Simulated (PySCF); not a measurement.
# How well do the runs reproduce experiment for C2H7N?

**Experimental background.**

NIST CCCBDB Release 22 (SRD 101), experimental dipoles lists, for the gas: dipole moment (dielectric constant against temperature) 1.03 D.

NIST CCCBDB Release 22 (SRD 101), experimental polarizabilities lists, for the gas: mean polarisability 5.447 Å³.

From Jolly, The use of core electron binding energies as bench marks for the comparison of valence shell ionization potentials, LBL-11396 (1980); values from Bakke, Chen, Jolly 1980, for the gas: N 1s binding energy of N2 404.93 eV.

The results are set against them at the end.

Compound: C2H7N.
SMILES with atom numbers: `[CH3:1][NH:2][CH3:3]` (hydrogens: H4, H5, H6 on C1; H7 on N2; H8, H9, H10 on C3)

Geometry (PBE0-D3(BJ)/def2-TZVP, Å), atoms numbered from 1 in this order:
```
atom  x, y, z in Å
C1    -1.1942   -0.0344   -0.1464
N2     0.0596    0.6814   -0.1868
C3     1.2001   -0.1762    0.0363
H4    -1.2371   -0.7411   -0.9804
H5    -2.0261    0.6630   -0.2624
H6    -1.3522   -0.6110    0.7816
H7     0.0514    1.4271    0.4961
H8     1.2846   -0.8909   -0.7878
H9     1.1473   -0.7591    0.9721
H10    2.1162    0.4174    0.0528
```

The PySCF runs (gas phase, on this PBE0-D3(BJ)/def2-TZVP geometry; non-relativistic but for the core-level run):

```json
{"level": "PBE0-D3(BJ)/def2-TZVP, grid level 2", "job": "geometry optimisation from a GFN2-xTB start shaken at random", "basis functions": "135", "wall time": "31 s"}
{"level": "KT3/pcSseg-2", "job": "shieldings", "basis functions": "206", "wall time": "14 s"}
{"level": "PBE0/pcSseg-2", "job": "shieldings, charges and field gradients", "basis functions": "206", "wall time": "9.8 s"}
{"level": "wB97X-D/pcSseg-2", "job": "shieldings", "basis functions": "206", "wall time": "11 s"}
{"level": "CAM-B3LYP/aug-cc-pVTZ", "job": "10 singlets by full TDDFT, 4 Tamm–Dancoff triplets, polarisability", "basis functions": "299", "wall time": "20 s"}
{"level": "PBE0/aug-cc-pVTZ", "job": "10 singlets by full TDDFT, 4 Tamm–Dancoff triplets, polarisability, dynamic polarisability", "basis functions": "299", "wall time": "19 s"}
{"level": "wB97X-D/aug-cc-pVTZ", "job": "10 singlets by full TDDFT, 4 Tamm–Dancoff triplets, polarisability, ΔSCF ions", "basis functions": "299", "wall time": "36 s"}
{"level": "B3LYP/pcJ-2", "job": "spin–spin couplings from 10 perturbed nuclei", "basis functions": "321", "wall time": "30 s"}
{"level": "delta-SCF UKS SCAN, pcX-3 on the ionised atom, pcseg-2 elsewhere, spin-free X2C", "job": "ΔSCF core ionisation, 2 holes", "basis functions": "242", "wall time": "16 s"}
```

Hardware: an Arm Neoverse V2 with one thread, no GPU, on a shared host.

## Comparison

**Dipole moment.** Measured: 1.03 D (NIST CCCBDB Release 22 (SRD 101), experimental dipoles).

| level | computed (D) | computed − measured (D) | % (from the printed values) |
| --- | --- | --- | --- |
| PBE0-D3(BJ)/def2-TZVP | 0.96 | -0.07 | -7 |
| KT3/pcSseg-2 | 0.87 | -0.16 | -16 |
| PBE0/pcSseg-2 | 0.97 | -0.06 | -6 |
| wB97X-D/pcSseg-2 | 1.01 | -0.02 | -2 |
| CAM-B3LYP/aug-cc-pVTZ | 1.01 | -0.02 | -2 |
| PBE0/aug-cc-pVTZ | 0.96 | -0.07 | -7 |
| wB97X-D/aug-cc-pVTZ | 1.00 | -0.03 | -3 |
| B3LYP/pcJ-2 | 0.96 | -0.07 | -7 |

8 of the 11 levels run are shown, the closest and the furthest among them. All 11 levels lie below the measurement. The computed dipoles belong to one fixed geometry; measured ones are averaged over vibrations unless marked μe. Magnitudes are compared, not signs.

**Mean polarisability.** Measured: 5.447 Å³ (NIST CCCBDB Release 22 (SRD 101), experimental polarizabilities).

```tsv
level	computed (Å³)	computed − measured (Å³)	% (from the printed values)
CAM-B3LYP/aug-cc-pVTZ	5.669	+0.222	+4
PBE0/aug-cc-pVTZ	5.718	+0.271	+5
wB97X-D/aug-cc-pVTZ	5.658	+0.211	+4
```

Closest is wB97X-D/aug-cc-pVTZ (+0.211 Å³), furthest PBE0/aug-cc-pVTZ (+0.271 Å³); one molecule doesn't rank methods. All 3 levels lie above the measurement. The computed values are static and purely electronic, with core orbitals frozen in the response (1 au = 0.148185 Å³). The table of measured values doesn't say here whether a value is static or optical, or holds a vibrational part.

**Core binding energies.** Delta-SCF UKS SCAN, pcX-3 on the ionised atom, pcseg-2 elsewhere, spin-free X2C (PySCF).

```
level and atom  computed (eV)  measured (eV)  computed − measured (eV)
      N 1s, N2         404.81         404.93                     -0.12
```

Sources, in the order of the opening: Jolly, The use of core electron binding energies as bench marks for the comparison of valence shell ionization potentials, LBL-11396 (1980); values from Bakke, Chen, Jolly 1980. The computed values are vertical, without vibrational structure; measured positions hang on the energy calibration. 

The geometry is computed, not the measured one. Where a level misses, the cause wasn't examined.
